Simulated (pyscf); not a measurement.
Structures and frequencies: ωB97X-D3(BJ)/def2-SVP in PySCF. MP2 and CC: frozen core, UHF for open shells. ΔMP2 is the change of the MP2 total energy from the triple- to the quadruple-zeta basis.

**Question.** Estimate by transition-state theory (the high-pressure limit) the rate constant of H₂N–NH–AlH₂ (SMILES N[NH][AlH2]) → H₂N–AlH–NH₂ (SMILES [NH2][AlH][NH2]) (singlet surface; N–N, Al–H broken, Al–N, H–N formed) at 600 K, with CCSD(T)/def2-TZVPP + ΔMP2(QZVPP) energies (ideal gas, 1 atm, RRHO with modes under 100 cm⁻¹ raised to 100, one conformer, R ln 2 for chiral ones without a mode under 150 cm⁻¹; no tunnelling).

**Answer.** The electronic barrier is 63.8 kcal/mol and the thermal terms add -6.3, so ΔG‡ = 57.4 kcal/mol. With k_BT/h = 1.25e+13 s⁻¹ and RT = 1.192 kcal/mol, k = 1.5e-08 s⁻¹, a half-life of 4.5e+07 s through this channel alone. Wigner's tunnelling factor for 844i cm⁻¹ would be 1.17. A shift of 1 kcal/mol in the barrier changes k by a factor 2.3. What is counted as formed (Al–N) is already present as a longer contact in the reactant adduct; forming that adduct is a step of its own. From the product side, NH₂• + [H₂N–AlH]• lies, by one bond made or cut, 17.9 kcal/mol under this saddle at ωB97M-D3(BJ). H₂N–NH–AlH₂ is closed by a dative Al–N contact. This is the saddle that the search found; another between the same sides may lie lower. One closed-shell reference is unstable to symmetry breaking; treat the single-reference values with care. The CCSD(T) − MP2 part came from Ansatz, without density fitting, on the same reference. The largest closed-shell T1 diagnostic is 0.055, which may signal static correlation.
